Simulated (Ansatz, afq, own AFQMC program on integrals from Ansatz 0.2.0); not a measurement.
Two steps: Ansatz 0.2.0 writes the Fock matrix and Cholesky factors of the valence space, and afq projects on them the lowest state that overlaps trial and start.

```yaml
crystal:
  periodic: [false, false, false]
  atoms:
    - {symbol: C, position_ang: [-2.514940, 0.000000, 0.000000]}
    - {symbol: H, position_ang: [-2.878145, 1.027301, 0.000000]}
    - {symbol: H, position_ang: [-2.878145, -0.513650, 0.889668]}
    - {symbol: H, position_ang: [-2.878145, -0.513650, -0.889669]}
    - {symbol: H, position_ang: [-1.197940, 0.000000, 0.000000]}
    - {symbol: Br, position_ang: [0.502060, 0.000000, 0.000000]}
basis:
  gaussian: {orbitals: cc-pVTZ}
magnetization: {spin_polarized: true, initial_magnetization: 1}
correlation: {method: ccsd_t, electrons: outside_noble_gas, hamiltonian_folder: ham}
```

```sh
$ ansatz run in.yaml --threads 1 --pin off --events-out ev --progress --plain --max-ram 24576MiB --backend cuda --devices 0, --max-vram 18GiB
```

afq runs on the folder ham with

```
--method phaseless --trial cisd --walkers 600 --populations 10 --least-time 60 --time-step 0.005 --steps-per-block 50 --equilibration-blocks 28 --max-blocks 4000 --target-error 0.00023 --factor-cut 1e-05 --start spin_pure --seed 7373 --release-times 0.24,0.51,0.99,1.5 --release-step 0.03 --release-every 4 --taylor-order 6
```

Times are imaginary, in 1/Eh. The walk had a cap of 168 s. With eight or more populations the least sampling time is a fifth of least-time, and the error comes from their spread. Filled inner d shells are frozen with the cores.

afq prints:

```
orbitals 114  electrons 8 7  factors 689 of 750
reference energy -2612.61634427 Eh
CCSD correlation -0.38609853 Eh in 10 cycles, weight of the determinant in the CISD state 0.8583
energy of the start -2612.999529 Eh
 block  time / (1/Eh)  mean weight  energy / Eh
     1     0.250  0.9999  -2612.994472
     2     0.500  0.9994  -2612.999712
     3     0.750  1.0008  -2613.005596
     4     1.000  0.9994  -2613.010860
     5     1.250  0.9993  -2613.013810
    10     2.500  1.0000  -2613.014920
    19     4.750  1.0000  -2613.016541
    29     7.250  1.0002  -2613.018698
    39     9.750  0.9995  -2613.020819
    49    12.250  1.0001  -2613.016725
    59    14.750  1.0014  -2613.016162
    69    17.250  0.9998  -2613.015879
    79    19.750  1.0000  -2613.017825
    89    22.250  1.0005  -2613.017293
    93    23.250  0.9997  -2613.013005
    99    24.750  1.0001  -2613.019699
   107    26.750  0.9997  -2613.013857
error from the spread of 10 populations
released: time / (1/Eh)  energy / Eh  error  mean overlap
  0.24  -2613.017728  0.000380  0.9892
  0.51  -2613.017651  0.000305  0.9810
  0.99  -2613.017472  0.000278  0.9827
  1.50  -2613.017414  0.000409  0.9715
energy -2613.017177 +/- 0.000183 Eh
(rows thinned)
```

The run passed its tests (sampling time, drift between the halves within three errors, error under three times the target), which doesn't prove that it has relaxed. The second half of the sampling lies above the first by 2.0 errors of their difference, so the energy may still be moving and its error bar be too small.

Against this walk (error 5.0 meV) on the same determinant: CCSD(T) 31.8 meV higher. The error is statistical and leaves out the bias of the constraint. Released to 0.99 1/Eh the energy moves by -8 ± 9 meV (both errors), within twice the noise.

Cautions: constraint bias not in the error; no relativity below Rb; no spin-orbit coupling; inner d shell frozen.

The walk took 110 s on 1 × NVIDIA H100 80GB HBM3 with 2 threads of AMD EPYC 7R13 Processor (Zen 3) (shared host) (the card was shared). The log's last line is the phaseless energy.

A walk keeps the symmetry of its determinant, which the program's search chose and which needn't be the lowest solution, so a lower state of the same spin and another symmetry isn't excluded.
